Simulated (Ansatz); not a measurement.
H₂S₄. Total charge 0; triplet. Geometry PBE0-D4/def2-SVP, that of the neutral singlet; atoms count from 1.

```xyz
6

S    -0.5186   -0.8316    2.1251
S    -0.2165    0.9621    1.1369
S     1.3708    0.6632   -0.1603
S     0.5800   -0.2649   -1.8378
H    -1.3671   -1.3762    1.2189
H     0.1514    0.8474   -2.4829
```

At PBE0-D4/def2-TZVP a singlet of charge 0 lies 3.84 eV below the triplet at the same geometry.

(1) Estimate the Mulliken populations from the PBE0/def2-TZVP orbitals of Ansatz.

(2) Where does the spin sit?

(3) And the Mayer bond orders between heavy atoms (over 0.3)?

Results:

(1) 
| atom | charge (e) | spin (α − β) |
| --- | --- | --- |
| S1 | -0.17 | 0.24 |
| S2 | -0.04 | 0.65 |
| S3 | 0.04 | 0.81 |
| S4 | -0.20 | 0.27 |
| H5 | 0.18 | 0.01 |
| H6 | 0.18 | 0.02 |
Mulliken values depend strongly on the basis.

(2) Summed by element: S 1.97, H 0.03, of 2 unpaired in all. Largest on single atoms: S3 0.81, S2 0.65, S4 0.27.

(3) S1–S2 1.12 (2.07 Å); S2–S3 1.07 (2.07 Å); S3–S4 1.12 (2.07 Å).
